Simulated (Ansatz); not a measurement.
# BSiHO (triplet): the correlation ladder, cc-pVDZ

The task here is to estimate one member of a computed series from the others.

The runs use Ansatz 0.2.0, Gaussian basis; cc-pVDZ, core rule «outside noble gas», up to 7 orbitals frozen.

To be run: UHF; CCSD(T) on ROHF; CCSD(T) on UHF; BCCD(T) on ROHF; CISD as a restricted active space (open shells left free, so some higher excitations enter); CCSDT(Q) on ROHF; CCSDT(Q) on UHF; CASSCF and NEVPT2, 10 electrons in 10 orbitals.

14 further runs of the same task are left out: 6 that didn't finish, 8 set aside as unsound or not needed. Runs told in other sessions of the task aren't counted.

### What is computed

The geometry is a PBE0/def2-TZVP stationary point (not a proven minimum) of the parent state, kept for this charge and spin.

4 atoms, charge 0, spin multiplicity 3.

Atoms are counted from 1 here; the program's logs count them from 0.

Bond lengths: O1–B2 1.205 Å, B2–Si3 2.031 Å, Si3–H4 1.522 Å. Angles: O1–B2–Si3 175.7°, B2–Si3–H4 89.5°.

Set-up of the first run:

in.yaml

```yaml
crystal:
  periodic: [false, false, false]
  atoms:
    - {symbol: O, position_ang: [0.000000, 0.023096, 1.916557]}
    - {symbol: B, position_ang: [0.000000, 0.040635, 0.711413]}
    - {symbol: Si, position_ang: [0.000000, -0.080455, -1.315687]}
    - {symbol: H, position_ang: [0.000000, 1.439380, -1.392054]}
basis:
  gaussian: {orbitals: cc-pVDZ}
magnetization: {spin_polarized: true, initial_magnetization: 2}
hamiltonian: {xc: hf}
output: {orbitals: {seedname: orbitals}}
```

Command:

```console
ansatz run in.yaml --threads 1 --pin off --events-out ev --progress --plain --max-ram 2393MiB
```

Steps of the session up to this table: UHF; CCSD(T) on ROHF; CCSD(T) on UHF; BCCD(T) on ROHF; CISD as a restricted active space (open shells left free, so some higher excitations enter); CCSDT(Q) on ROHF; CCSDT(Q) on UHF; CASSCF and NEVPT2, 10 electrons in 10 orbitals.

One table of the session follows, with a row left open; its other results are not shown here.

```
         method  from UCCSDT(Q) (kJ/mol)
           ROHF                   +946.0
            UHF                   +940.8
           RMP2                    +93.5
           UMP2                    +93.1
           CISD                   +127.9
          RCCSD                    +40.2
          UCCSD                    +40.1
       RCCSD(T)                     +6.5
       UCCSD(T)                     +6.5
        BCCD(T)                     +6.4
         RCCSDT                        ?
         UCCSDT                     +3.4
      RCCSDT(Q)                     +0.8
      UCCSDT(Q)                        0
CASSCF frontier                   +601.9
NEVPT2 frontier                   +143.8
```

Q: Estimate the row for RCCSDT from the others.

The run gave: from UCCSDT(Q) (kJ/mol): +3.5. In the column «from UCCSDT(Q) (kJ/mol)» it lies between UCCSDT (+3.4) and BCCD(T) (+6.4).

Limits of these values: Restricted and unrestricted rows rest on different reference determinants; a gap between their highest levels can come from leftover correlation error, from unlike frozen cores or from another state.
